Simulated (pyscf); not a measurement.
propyne (HC≡C–CH₃) + H atom (H•) → HC≡C–CH₂• + hydrogen (H₂) (hydrogen abstraction; doublet surface; C–H broken, H–H formed). Optimised with ωB97X-D3(BJ)/def2-SVP in PySCF. Energies in kJ/mol from the separated reactants.

| level | barrier | reaction energy |
|---|---|---|
| ωB97X-D3(BJ)/def2-TZVP | 41.3 | -40.4 |
| B3LYP-D3(BJ)/def2-TZVP | 14.6 | -62.6 |
| PBE0-D3(BJ)/def2-TZVP | 25.8 | -43.0 |
| M06-2X/def2-TZVP | 46.1 | -37.7 |
| ωB97M-D3(BJ)/def2-TZVP | 40.2 | -41.3 |
| HF/def2-TZVP | 85.1 | -47.7 |

The functionals in the table span 31.6 kJ/mol in this barrier, from B3LYP-D3(BJ) to M06-2X. This is the saddle that the search found; another between the same sides may lie lower. The angle at the transferred H is 178°.
